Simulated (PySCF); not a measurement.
Species: C₃H₂F₂O.
Numbering: `[O:1]=[CH:2]/[C:3]([F:4])=[CH:5]\[F:6]` (hydrogens: H7 on C2; H8 on C5)

Method: PBE0-D3(BJ)/def2-SVP geometry optimisation, gas phase in PySCF 2.14.0; density fitting, grid level 1; the optimiser is geomeTRIC in internal coordinates, started from a GFN2-xTB structure with every atom displaced at random (about 0.01 Å).

Step 1: E = -10603.5475 eV
```
atom  x, y, z in Å  |  force x, y, z in eV/Å
O1     -1.3678   -0.7843   -1.2723   -0.103  -0.519  -0.250
C2     -1.1948    0.0780   -0.4611    0.029   0.578  -0.176
C3      0.0971    0.4121    0.1659   -0.502  -0.388   0.613
F4      0.0201    1.4937    0.9414    0.336   0.299  -0.084
C5      1.1868   -0.3664    0.2361    0.132   0.163   0.081
F6      1.2642   -1.5277   -0.3633    0.056  -0.011  -0.212
H7     -2.0191    0.7638   -0.1218    0.106  -0.102   0.047
H8      2.0696   -0.0881    0.8238   -0.055  -0.020  -0.019
```

Step 2: E = -10603.5770 eV
```
atom  x, y, z in Å  |  force x, y, z in eV/Å
O1     -1.3457   -0.8284   -1.2540    0.092  -0.041   0.050
C2     -1.1934    0.0717   -0.4720   -0.124   0.474   0.198
C3      0.0720    0.4162    0.2099    0.216  -0.371   0.227
F4      0.0972    1.5268    0.9526   -0.332   0.012  -0.188
C5      1.1622   -0.3645    0.2541    0.082  -0.007  -0.268
F6      1.2401   -1.4875   -0.4174    0.095  -0.040   0.042
H7     -2.0298    0.7485   -0.1569   -0.017   0.005  -0.079
H8      2.0535   -0.1015    0.8326   -0.012  -0.032   0.020
```

Step 3: E = -10603.5835 eV
```
atom  x, y, z in Å  |  force x, y, z in eV/Å
O1     -1.3503   -0.8316   -1.2132   -0.273   0.131  -0.047
C2     -1.2111    0.0978   -0.4605    0.363  -0.465   0.046
C3      0.0622    0.3771    0.2330   -0.182   0.110  -0.120
F4      0.0577    1.5216    0.9223    0.129  -0.111   0.188
C5      1.1685   -0.3865    0.2487    0.154   0.212  -0.047
F6      1.3167   -1.4896   -0.4451   -0.235   0.040   0.092
H7     -2.0343    0.8012   -0.1751    0.032   0.028  -0.135
H8      2.0467   -0.1089    0.8388    0.011   0.055   0.022
```

Question: Estimate the geometry and energy of step 4. (The exact step hangs on the optimiser's Hessian estimate; all steps are aligned on step 3, rigid shifts and turns removed.)

Answer: E = -10603.5991 eV, largest force 0.161 eV/Å
```
atom  x, y, z in Å  |  force x, y, z in eV/Å
O1     -1.3907   -0.8279   -1.2293    0.118  -0.001   0.053
C2     -1.1998    0.0806   -0.4638   -0.121  -0.095  -0.012
C3      0.0679    0.3739    0.2325   -0.047   0.017  -0.074
F4      0.0471    1.5142    0.9271    0.047  -0.082   0.116
C5      1.1814   -0.3757    0.2546   -0.019   0.133  -0.089
F6      1.2975   -1.4827   -0.4373   -0.021  -0.055   0.061
H7     -2.0097    0.7982   -0.1776    0.034   0.080  -0.035
H8      2.0623   -0.0995    0.8426    0.010   0.003  -0.020
```

The energy changes by -0.0156 eV. The first-order estimate −F·Δx gives -0.0347 eV and the mean of the old and new forces, exact on a quadratic surface, -0.0158 eV. The step makes an angle of 52° with the force vector and moves no atom by more than 0.044 Å.

The cost below is that of the whole optimisation. Hardware: an Arm Neoverse V1 with one thread, shared host with 32 logical CPUs at a one-minute load of 21. Cost: 26 s of wall time, 0.38 GiB resident at most.
